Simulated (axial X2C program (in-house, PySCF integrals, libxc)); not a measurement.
**What spin–orbit coupling does to SiP**

Calculated with an in-house all-electron X2C program for linear molecules (integrals from PySCF). Spin-free means the one-electron spin-free X2C Hamiltonian; two-component (2c) means X2C with spin–orbit coupling and atomic mean-field two-electron Coulomb and Gaunt terms, so the difference of the two also holds small scalar two-electron terms. Basis: P dyall-v2z [7s7p1d], Si dyall-v2z [7s7p1d] (cores contracted in-house); Gaussian nuclei, density fitting, unrestricted open shells. Masses: P 30.974 u, Si 27.977 u.

Spin-free state: M_S = 1/2, Λ = 1 (beyond evenly filled blocks: π+α, π+β, π-α); fragments P + Si.

| level | Re (Å) | ωe (cm⁻¹) | De (eV) | μ (D) |
| --- | --- | --- | --- | --- |
| PBE0 | 2.088 | 627.8 | 3.428 | 1.00 |
| HF | 2.131 | 454.3 | 1.245 | 0.98 |
| PBEsol | 2.108 | 596.9 | 3.985 | 0.86 |
| r2SCAN0 | 2.082 | 636.6 | 3.121 | 1.02 |

Dipoles are positive if Si is the positive end.

(1) Within this multiplet, which Ω should lie lowest by the rule for regular and inverted multiplets?

Two-component determinant lowest at the distance of the search:

Ω = 3/2 (⟨Sz⟩ = 0.50, ⟨Lz⟩ = 1.00 at PBE0); fragments P + Si.

```
  level  Re (Å)  ωe (cm⁻¹)  De (eV)  μ (D)
   PBE0   2.088      627.8    3.438   1.00
     HF   2.131      453.6    1.253   0.99
 PBEsol   2.109      596.8    3.996   0.86
r2SCAN0   2.082      636.7    3.131   1.02
```

(2) From the two tables, how do the constants change at the PBE0 level (2c against spin-free)?

One determinant describes the state; a PBE0 search over occupations chose it and may have missed a lower one. Dissociation energies refer to the lowest single-determinant-based atoms at the same level and basis. Density functionals use the spin component along the axis (collinear). The 2c atoms are single determinants rather than J levels; their spin–orbit lowering is only partly caught, and De is too large by that part. This holds for PBE0, PBEsol, r2SCAN0. Other states lie close and PBE0, whose exact exchange favours high spin, may order them wrongly; the determinant shown need not be the ground state. The nearest other spin-free determinant of the search, M_S = 1/2, Λ = 0, lies 0.22 eV up at the distance of the search. Without a current term, density functionals place determinants with orbital angular momentum somewhat too high. At some level and bond length an empty orbital lies below a filled one. The determinant is spin-polarised beyond a pure state at some levels (its spin-free form has ⟨S²⟩ too high), which makes Re and μ there less reliable.

## Answers

(1) The open π shell holds three electrons, one hole, so the multiplet is inverted: Ω = Λ + 1/2 = 3/2. The PBE0 2c search agrees, though Ω = 1/2 of the search lies only 0.02 eV higher.

(2) At the PBE0 level Re is unchanged within 0.001 Å and ωe is unchanged to within 0.2 cm⁻¹; De is not compared, since the atomic limits differ or miss part of their spin–orbit lowering.
